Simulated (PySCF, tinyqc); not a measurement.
Worked calculation: RHF in the sto-6g basis, for BH, spin multiplicity 1. This run ends on a higher stationary point, not on the lowest solution. The lowest restricted solution is unstable here: a spin-polarised one lies 0.0910 hartree lower (PySCF). Computed by tinyqc, a small Python program that keeps every step (integrals from PySCF). Settings: charge = 0, multiplicity = 1, basis = sto-6g, energy threshold = 1e-09, iteration cap = 85, orthogonalisation = symmetric, start = Wolfsberg-Helmholz matrix, DIIS depth = 6, method = RHF. Command: `OMP_NUM_THREADS=1 python tinyqc.py 23174 23175 out.jsonl` (the two numbers bound the seeds that draw the settings). One thread of a shared host (Intel(R) Xeon(R) Processor @ 2.60GHz), about 0.08 s of CPU time with the checks.

Geometry (angstrom):
```
atom         x         y         z
B     0.000000  0.000000  0.000000
H     0.000000  0.000000  2.386000
```

Stop when the energy changes by less than 1e-09 hartree and every element of the error matrix X^T (F D S - S D F) X is below 9e-06.

Course of the cycle:
```
iteration   E (hartree)     change  largest element of the error matrix
1          -23.70216371          -                             3.33e-01
2          -24.18471949  -4.83e-01                             1.85e-01
3          -24.39035044  -2.06e-01                             1.64e-01
4          -24.45366349  -6.33e-02                             6.71e-02
5          -24.44976950   3.89e-03                             1.25e-01
6          -24.45296668  -3.20e-03                             1.10e-01
7          -24.46489788  -1.19e-02                             5.05e-02
8          -24.46786575  -2.97e-03                             1.27e-03
9          -24.46786781  -2.06e-06                             2.10e-05
10         -24.46786781  -4.64e-10                             1.65e-06
```

Can the last value be used, and what does the course show?

No, though the log alone does not show it. Converged in 10 iterations. But the solution lies 0.31381 hartree above the reference: it is another stationary point, not the lowest restricted one. Reruns (cap 100 unless said): DIIS 8: converged in 12 to a higher stationary point; damping 0.5: converged in 33 to a higher stationary point; level shift 0.5: converged in 30 to a higher stationary point; atomic densities as start, DIIS 8: converged in 70. PySCF RHF in the same basis = -24.78167759 hartree.
